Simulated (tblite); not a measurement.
**Question.** Write Cartesian coordinates for `N[C@@H]1C=C(Cl)C1` as optimised with GFN2-xTB.

**Answer.** 
```xyz
12
C4H6ClN angstrom
N     -1.680    0.024    0.656
C     -0.431   -0.557    0.249
C      0.786   -0.058    1.000
C      1.377    0.375   -0.110
Cl     2.880    1.109   -0.450
C      0.281   -0.027   -1.052
H     -1.603    1.033    0.712
H     -2.420   -0.209    0.003
H     -0.538   -1.645    0.256
H      1.034   -0.062    2.042
H     -0.231    0.799   -1.543
H      0.547   -0.783   -1.789
```

Any rigid rotation of these coordinates is as good. Atoms count from 1 in this order. The C–C distances run from 1.330 Å (C3=C4, drawn double) to 1.575 Å (C2–C6, drawn single), a spread of 0.245 Å. The 4-membered ring C2–C3–C4–C6 has internal angles of 84.4° to 96.4°; it is planar, 0.00 Å rms from its mean plane, widest ring torsion 0°. N1 (primary amine nitrogen) is pyramidal (angles 111.1°, 110.7° and 108.6°, sum 330.4°, 0.36 Å off the plane of its three neighbours).

Bonds between heavy atoms (Å): N1–C2 1.436, C2–C3 1.514, C3=C4 1.330, C4–Cl5 1.706, C4–C6 1.501, C2–C6 1.575.

Structure optimised with GFN2-xTB, isolated species.

Point group: C1 (no symmetry element, even within 0.4 Å). Its GFN2-xTB frequencies are all real (lowest 114 cm⁻¹). One conformer, not necessarily the lowest (H–N1–C2–C3 48° and 169°). 2 starts were optimised and ended at 0.00 and 1.92 kcal/mol (GFN2-xTB); the lowest of these is shown.

The numbers are calculated, not measured.
